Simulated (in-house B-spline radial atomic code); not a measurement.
## Solving the quasi-particle equation for 3p of neutral argon

Configuration [Ne] 3s2 3p6, start PBE; correlation leaves out the deepest shell, empty levels kept to 250 hartree. Computed with an all-electron radial atomic-structure program (B-spline basis): all electrons, non-relativistic, point nucleus, each spin shell either full or empty, empty states to l = 9 with an (l + 1/2)⁻⁴ tail; G0W0 by contour deformation at full frequency.

At the mean-field level ε = -10.286 eV the matrix elements are Σx = -23.812 eV, v_xc = -18.075 eV and Σc(ε) = -0.161 eV, and the slope of the correlation self-energy is dΣc/dω = -0.1251. The quasi-particle energy solves E = ε + Σx − v_xc + Σc(E).

(1) What does the linearised equation give?

(2) How does that compare with the full solution and with static screening?

Answers

(1) Z = 1/(1 − dΣc/dω) = 1/1.1251 = 0.8888. The first-order shift is Σx − v_xc + Σc(ε) = -23.812 − (-18.075) + (-0.161) = -5.898 eV, so E ≈ ε + Z × shift = -10.286 + 0.8888 × (-5.898) = -15.528 eV.

(2) Solving the equation at full frequency dependence gives E = -15.400 eV, where Σc = 0.624 eV and the weight is 0.836; the linearised value is off by 128 meV. Leaving Z out would give -16.184 eV. Static COHSEX puts -2.813 eV in place of Σc and gives -18.836 eV, 3.44 eV deeper. The tabulated removal energy is 15.760 eV (NIST, measured); the run leaves out relativity, Breit and QED terms.
